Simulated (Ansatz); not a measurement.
`[AlH3-][NH2+][SiH3]` → `[NH3+][AlH3-]` + `[SiH2]` at 298.15 K and 1 bar (silylene formation by 1,1-elimination).

Calculated with Ansatz (gas phase, PBE0-D4/def2-TZVP geometries, no zero-point term in ΔE). CCSD(T)/CBS adds triple-zeta CCSD(T) − MP2 to the extrapolated MP2 energy (def2 sets, frozen cores). This one scheme is used for every species.

```tsv
species	CCSD(T)/CBS energy (Eh)	H − E (kJ/mol)	S (J/(mol·K))
`[AlH3-][NH2+][SiH3]`	-590.62717	214.5	334.1
`[NH3+][AlH3-]`	-300.33672	170.1	270.0
`[SiH2]`	-290.19011	40.6	207.5
```

H − E and S are ideal-gas, rigid-rotor, harmonic terms from PBE0-D4/def2-TZVP, for one conformer and one mirror image of each species. 1 Eh = 2625.50 kJ/mol, R = 8.31446 J/(mol·K).

Task: By hand: ΔE, ΔH, ΔS and ΔG.

Result: ΔE = (-300.33672) + (-290.19011) − (-590.62717) = 0.10034 Eh = 263.4 kJ/mol. Δ(H − E) = 170.1 + 40.6 − 214.5 = -3.8, so ΔH = 259.6 kJ/mol. ΔS = 270.0 + 207.5 − 334.1 = 143.4 J/(mol·K). ΔG = 259.6 − 298.15 × (143.4)/1000 = 216.8 kJ/mol.

Task: By hand: the equilibrium constant, and the temperature at which ΔG would vanish if ΔH and ΔS stayed fixed.

Result: log₁₀ K = −ΔG/(RT ln 10) = -38.0. ΔG = 0 at ΔH/ΔS = 1810 K.

The number of gas molecules changes by +1, which sets the sign of ΔS. A doubt of 5 kJ/mol in ΔE shifts log₁₀ K by 0.9 here. Other conformers and mirror images would add mixing entropy, several J/(mol·K) or more a flexible species. Modes under 60 cm⁻¹, often nearly free rotors, make the harmonic entropy too high. These are equilibria of isolated gas molecules and say nothing of rates. Largest T1 diagnostic: 0.014 (customary marks: 0.02 for closed shells, 0.045 for open ones).
